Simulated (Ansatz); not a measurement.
Input file for hexafluoroethane (`FC(F)(F)C(F)(F)F`):

```yaml
crystal:
  periodic: [false, false, false]
  atoms:
    - {symbol: F, position_ang: [1.070713, -0.778979, 1.148129]}
    - {symbol: C, position_ang: [0.674864, -0.403717, -0.059497]}
    - {symbol: F, position_ang: [1.611411, 0.357770, -0.606208]}
    - {symbol: F, position_ang: [0.496497, -1.479876, -0.811788]}
    - {symbol: C, position_ang: [-0.651817, 0.389442, 0.045546]}
    - {symbol: F, position_ang: [-0.473077, 1.466370, 0.796646]}
    - {symbol: F, position_ang: [-1.048418, 0.763457, -1.162219]}
    - {symbol: F, position_ang: [-1.587972, -0.371567, 0.593589]}
basis:
  gaussian: {orbitals: def2-TZVPP}
correlation: {method: ccsd_t}
output: {orbitals: {seedname: orbitals}}
```

```sh
$ ansatz run in.yaml --threads 2 --pin off --events-out ev --progress --plain --max-ram 32768MiB --backend cuda --devices 0, --max-vram 18GiB
```

Output of Ansatz, abridged:

```
Functional definition: HF
1684 factors; integrals over basis functions are off by at most 7.4e-4 eV
mean field evaluation 1: about -18298.4036 eV, gradient 5.9e1 eV
mean field evaluation 2: about -18298.6784 eV, gradient 6.0e1 eV
mean field evaluation 4: about -18304.5306 eV, gradient 4.3e0 eV
mean field evaluation 8: about -18304.6009 eV, gradient 2.4e-1 eV
mean field -18304.60119129 eV, -672.6816864758 hartree, gradient 7.4e-6 eV, S^2 0.000000; 0 other end points of the search recorded, 0 dependent functions left out
8 core orbitals not correlated: weight in the atoms' cores, before any rotation towards them, 1.000 or more for the frozen orbitals, at most 0.000 for the correlated occupied ones
reference -18304.60119129 eV, -672.6816864758 hartree; 25, 25 occupied and 215, 215 virtual orbitals, 1684 factors
second order -48.68942025 eV of doubles, -0.00000000 eV of singles
cycle   1  -47.70262577 eV  change    9.9e-1 eV  update   1.3e-1
cycle   2  -48.63773992 eV  change   -9.4e-1 eV  update   3.7e-2
cycle   3  -48.83743737 eV  change   -2.0e-1 eV  update   1.7e-2
cycle   4  -48.80744105 eV  change    3.0e-2 eV  update   3.6e-3
cycle   5  -48.80382058 eV  change    3.6e-3 eV  update   1.5e-3
cycle   6  -48.80579545 eV  change   -2.0e-3 eV  update   4.4e-4
cycle   7  -48.80562016 eV  change    1.8e-4 eV  update   1.5e-4
cycle   8  -48.80545019 eV  change    1.7e-4 eV  update   3.5e-5
cycle   9  -48.80545385 eV  change   -3.7e-6 eV  update   1.0e-5
perturbative correction -1.55360607 eV, -0.0570939701 hartree
Total energy: -18354.96025122 eV, -674.5323477933 hartree
```

It took 18 s on 2 threads of an AMD EPYC 7R13 on a shared host and a share of an NVIDIA H100 80 GB, with 0.83 GiB of host memory at the peak.

MP2 recovers 96.7 % of the CCSD(T) correlation energy and the triples give 3.1 %; T1 = 0.0120.
